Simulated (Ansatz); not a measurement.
**A geometry optimisation of AlH3OSi with B3LYP-D4/def2-TZVP**

The starting geometry of this gas-phase singlet was optimised with GFN2-xTB.

```xyz
6

Al    0.2902   -0.8904    0.3229
O    -1.1865   -0.3113   -0.6366
Si   -0.7315    0.8390   -1.5271
H    -0.1523   -0.6215    1.8021
H     1.3870    0.1584   -0.3021
H     0.4213   -2.3817   -0.1403
```

Question: Predict what becomes of its bonds when it is optimised with B3LYP-D4/def2-TZVP.

Answer: New bonds form, giving a structure with H5 bridging Si3 and Al1, given below by its coordinates. Distances that change by over a tenth: Al1–H5 (1.64 → 1.88 Å). Contacts that close: Al1–Si3 (2.73 → 2.60 Å), Si3–H5 (2.54 → 1.69 Å).

The energy falls by 0.67 eV over 9 steps:

| step | E − E(last) (eV) |
| --- | --- |
| 1 | 0.669 |
| 2 | 0.412 |
| 3 | 0.149 |
| 4 | 0.030 |
| 5 | 0.014 |
| 6 | 0.000 |
| 7 | 0.000 |
| 8 | 0.000 |
| 9 | 0.000 |

Final geometry (Å):

```xyz
6

Al    0.0128   -1.0399    0.3781
O    -1.2449   -0.2853   -0.6728
Si   -0.3278    0.8207   -1.4007
H    -0.0102   -0.5747    1.8819
H     1.0109    0.2790   -0.5181
H     0.5875   -2.4073   -0.1494
```

Frequencies at the end are all real (lowest 291 cm⁻¹). Run with Ansatz 0.2.0, 17 s on 2 threads of Arm Neoverse V1, with other jobs on the host.
